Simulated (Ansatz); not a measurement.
This session for a composite energy at a relaxed geometry of CH3NS, SMILES N=CS with Ansatz 0.2.0, Python API holds a mistake.

The cells in order, each with its output:

In [1]:
```python
import itertools

import ansatz as az
from ase.data import atomic_numbers, covalent_radii
import numpy as np
```

In [2]:
```python
params = {
    'basis': 'def2-SVP',
    'functional': 'PBE0',
    'occupations': 'fermi_dirac',
    'width_ev': 0.1,
}
```

In [3]:
```python
geometry_ang = [
    ('N', [-1.0131, -0.7386, -0.5842]),
    ('C', [-0.0955, 0.0012, -0.1215]),
    ('S', [0.6349, -0.4874, 1.3522]),
    ('H', [-1.3233, -0.2641, -1.4724]),
    ('H', [0.2774, 0.9035, -0.6469]),
    ('H', [1.5616, 0.5213, 1.4267]),
]
geometry = az.Crystal.molecule()
for symbol, xyz in geometry_ang:
    geometry = geometry.atom(symbol, xyz)
```

In [4]:
```python
base = (
    geometry.calculation()
    .basis(gaussian=params['basis'])
    .functional(params['functional'])
    .occupations(params['occupations'], width=params['width_ev'])  # smearing steadies the SCF of a metal
)
symbols = [site.symbol for site in geometry.cartesian_sites]
start = np.array([site.position_ang for site in geometry.cartesian_sites], dtype=float)
summary = base.relax(force_tolerance=0.01, max_steps=30).run(threads=1).report
end = np.array(summary['positions_ang'])
# pairs closer than 1.2 times the sum of covalent radii, before or after
radius = [covalent_radii[atomic_numbers[s]] for s in symbols]
span = lambda where, i, j: np.linalg.norm(where[i] - where[j])
bonded = [(i, j) for i, j in itertools.combinations(range(len(symbols)), 2) if min(span(start, i, j), span(end, i, j)) < 1.2 * (radius[i] + radius[j])]
print('pair        before    after (A)')
for i, j in bonded:
    print(f'{symbols[i]}{i}-{symbols[j]}{j}'.ljust(10), f'{span(start, i, j):8.4f} {span(end, i, j):8.4f}')
for first, second in list(itertools.combinations(bonded, 2)):
    shared = set(first) & set(second)
    if shared and symbols[(j := shared.pop())] != 'H':
        i, k = sorted((set(first) | set(second)) - {j})
        u, v = end[i] - end[j], end[k] - end[j]
        angle = np.degrees(np.arccos(np.clip(u @ v / np.linalg.norm(u) / np.linalg.norm(v), -1, 1)))
        print(f'final angle {symbols[i]}{i}-{symbols[j]}{j}-{symbols[k]}{k}: {angle:.2f} deg')
```
```text
Traceback (most recent call last):
  File "<cell 4>", line 9, in <module>
    summary = base.relax(force_tolerance=0.01, max_steps=30).run(threads=1).report
              ~~~~~~~~~~~~~~~~~~~~~~~~~~~~~~~~~~~~~~~~~~~~~~~~~~^^^^^^^^^^^
  ...
ansatz.RefusalError: invalid value for `basis.gaussian`: such a run doesn't read scf.occupations; remove what it names
```

Find the fault and give the corrected session.

The fault: in this program a Gaussian-basis run takes no smearing. The cap on steps that the faulty run carried goes too. The correction:

```diff
--- before
+++ after
@@
     'functional': 'PBE0',
-    'occupations': 'fermi_dirac',
-    'width_ev': 0.1,
 }
@@
     .functional(params['functional'])
-    .occupations(params['occupations'], width=params['width_ev'])  # smearing steadies the SCF of a metal
 )
@@
 start = np.array([site.position_ang for site in geometry.cartesian_sites], dtype=float)
-summary = base.relax(force_tolerance=0.01, max_steps=30).run(threads=1).report
+summary = base.relax(force_tolerance=0.01).run(threads=1).report
 end = np.array(summary['positions_ang'])
```

Run as a notebook:

(earlier cells as before)

**Cell 2**
```python
params = {
    'basis': 'def2-SVP',
    'functional': 'PBE0',
}
```

**Cell 3**
```python
geometry_ang = [
    ('N', [-1.0131, -0.7386, -0.5842]),
    ('C', [-0.0955, 0.0012, -0.1215]),
    ('S', [0.6349, -0.4874, 1.3522]),
    ('H', [-1.3233, -0.2641, -1.4724]),
    ('H', [0.2774, 0.9035, -0.6469]),
    ('H', [1.5616, 0.5213, 1.4267]),
]
geometry = az.Crystal.molecule()
for symbol, xyz in geometry_ang:
    geometry = geometry.atom(symbol, xyz)
```

**Cell 4**
```python
base = (
    geometry.calculation()
    .basis(gaussian=params['basis'])
    .functional(params['functional'])
)
symbols = [site.symbol for site in geometry.cartesian_sites]
start = np.array([site.position_ang for site in geometry.cartesian_sites], dtype=float)
summary = base.relax(force_tolerance=0.01).run(threads=1).report
end = np.array(summary['positions_ang'])
# pairs closer than 1.2 times the sum of covalent radii, before or after
radius = [covalent_radii[atomic_numbers[s]] for s in symbols]
span = lambda where, i, j: np.linalg.norm(where[i] - where[j])
bonded = [(i, j) for i, j in itertools.combinations(range(len(symbols)), 2) if min(span(start, i, j), span(end, i, j)) < 1.2 * (radius[i] + radius[j])]
print('pair        before    after (A)')
for i, j in bonded:
    print(f'{symbols[i]}{i}-{symbols[j]}{j}'.ljust(10), f'{span(start, i, j):8.4f} {span(end, i, j):8.4f}')
for first, second in list(itertools.combinations(bonded, 2)):
    shared = set(first) & set(second)
    if shared and symbols[(j := shared.pop())] != 'H':
        i, k = sorted((set(first) | set(second)) - {j})
        u, v = end[i] - end[j], end[k] - end[j]
        angle = np.degrees(np.arccos(np.clip(u @ v / np.linalg.norm(u) / np.linalg.norm(v), -1, 1)))
        print(f'final angle {symbols[i]}{i}-{symbols[j]}{j}-{symbols[k]}{k}: {angle:.2f} deg')
```
Output:
```text
pair        before    after (A)
N0-C1        1.2662   1.2626
N0-H3        1.0537   1.0225
C1-S2        1.7158   1.7637
C1-H4        1.1087   1.1061
S2-H5        1.3718   1.3494
final angle C1-N0-H3: 110.44 deg
final angle N0-C1-S2: 120.22 deg
final angle N0-C1-H4: 125.82 deg
final angle S2-C1-H4: 113.96 deg
final angle C1-S2-H5: 95.71 deg
```

**Cell 5**
```python
minimum = az.Crystal.molecule()
for symbol, place in zip(symbols, end):
    minimum = minimum.atom(symbol, place.tolist())
at_minimum = minimum.calculation()
# MP2 extrapolated to the basis limit, plus the small-basis difference CCSD(T) - MP2
level = lambda method, basis: at_minimum.basis(gaussian=basis).correlation(method).run(threads=1).report
small, large, cluster = level('mp2', 'cc-pVDZ'), level('mp2', 'cc-pVTZ'), level('ccsd_t', 'cc-pVDZ')
corr = lambda each: (each['free_energy_ev'] - each['reference_energy_ev']) / 27.211386246
mp2_limit = (27 * corr(large) - 8 * corr(small)) / 19
pieces = {'HF / cc-pVTZ': large['reference_energy_ev'] / 27.211386246, 'MP2 correlation, DZ-TZ limit': mp2_limit, 'CCSD(T) - MP2 / cc-pVDZ': corr(cluster) - corr(small)}
for name, value in pieces.items():
    print(f'{name:32s} {value:14.6f} Ha')
print(f'{"sum":32s} {sum(pieces.values()):14.6f} Ha')
print('T1 diagnostic', round(cluster['correlation']['coupled_cluster']['t1_diagnostic'], 4))
```
Output:
```text
HF / cc-pVTZ                        -491.620463 Ha
MP2 correlation, DZ-TZ limit          -0.588515 Ha
CCSD(T) - MP2 / cc-pVDZ               -0.048111 Ha
sum                                 -492.257089 Ha
T1 diagnostic 0.0129
```

Total energies depend on the basis set; only differences at equal settings carry meaning. The sum leaves out core correlation, relativity, the Hartree-Fock basis error and zero-point energy; a DZ-TZ extrapolation is rough. Inner cores stay frozen, so this is valence correlation. For Al to Cl the sets with a tight d function, cc-pV(X+d)Z, are usual. An extrapolation from small basis sets is rough. It ran for 15 s on 1 thread of Arm Neoverse V1, on a shared host, peak memory 0.25 GiB.
